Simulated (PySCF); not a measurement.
# AlH3: umbrella curve

Method: PySCF, r2SCAN, basis Al def2-TZVP, H def2-TZVP (no relativity, density fitting).

Rigid scan from the singlet minimum (Al–H 1.584 Å (×3); H–Al–H 120.0° (×3)). Coordinate: angle between each bond and the threefold axis, bonds fixed. Energies in kJ/mol from the minimum.

```json
{"angle of the bonds to the threefold axis (°)": "55", "E (kJ/mol)": "240.7", "dipole size (D)": "4.01"}
{"angle of the bonds to the threefold axis (°)": "60", "E (kJ/mol)": "173.4", "dipole size (D)": "3.55"}
{"angle of the bonds to the threefold axis (°)": "65", "E (kJ/mol)": "118.5", "dipole size (D)": "3.03"}
{"angle of the bonds to the threefold axis (°)": "70", "E (kJ/mol)": "74.8", "dipole size (D)": "2.48"}
{"angle of the bonds to the threefold axis (°)": "75", "E (kJ/mol)": "41.7", "dipole size (D)": "1.89"}
{"angle of the bonds to the threefold axis (°)": "80", "E (kJ/mol)": "18.4", "dipole size (D)": "1.27"}
{"angle of the bonds to the threefold axis (°)": "85", "E (kJ/mol)": "4.6", "dipole size (D)": "0.64"}
{"angle of the bonds to the threefold axis (°)": "90", "E (kJ/mol)": "0.0", "dipole size (D)": "0.00"}
```
